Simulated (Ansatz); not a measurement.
# Several solutions for triplet Si₂

```tsv
atom	x (Å)	y (Å)	z (Å)
Si	0.0000	0.0000	0.0000
Si	0.0000	0.0000	3.6000
```

Basis set: def2-SVP (spherical functions). Charge 0, multiplicity 3.

UHF was run from several starts with Ansatz (development build ahead of 0.2.0).

| run | program | start | converged | energy (hartree) | <S²> |
| --- | --- | --- | --- | --- | --- |
| A | Ansatz | search for the lowest state | yes | -577.50135 | 3.03 |
| B | Ansatz | atomic start, no search | yes | -577.49700 | 2.83 |
| C | Ansatz | stability test followed | yes | -577.50135 | 3.03 |

(1) Which runs reached the lowest solution of this kind, and what is wrong with the others?

Answers

(1) A, C reached the lowest solution found. Converged but too high: B by 0.12 eV. Convergence only shows a stationary point, and even a stable one can lie too high; stability tests and further starts are what find lower ones. Caution: the unrestricted determinant is a mixture of spin states.
